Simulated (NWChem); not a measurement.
Species: oxygen (O$_{2}$, triplet); SMILES O=O

```xyz
2

O      0.0000     0.0000     0.5941
O      0.0000     0.0000    -0.5941
```
Atoms are numbered in this order, from 1.

Level: PBE0/def2-SVP, spin-unrestricted (NWChem), optimised geometry, unscaled harmonic frequencies. 

```csv
frequency (cm⁻¹),IR intensity (km/mol)
1774,0.0
```

| Property | Result |
|---|---|
| zero-point energy | 2.5 kcal/mol |
| thermal correction to the enthalpy at 298.15 K (with zero-point energy) | 4.6 kcal/mol |
| heat capacity Cv | 5.0 cal/(mol K) |
| dipole moment | 0.00 D |

Rigid rotor and harmonic oscillator.
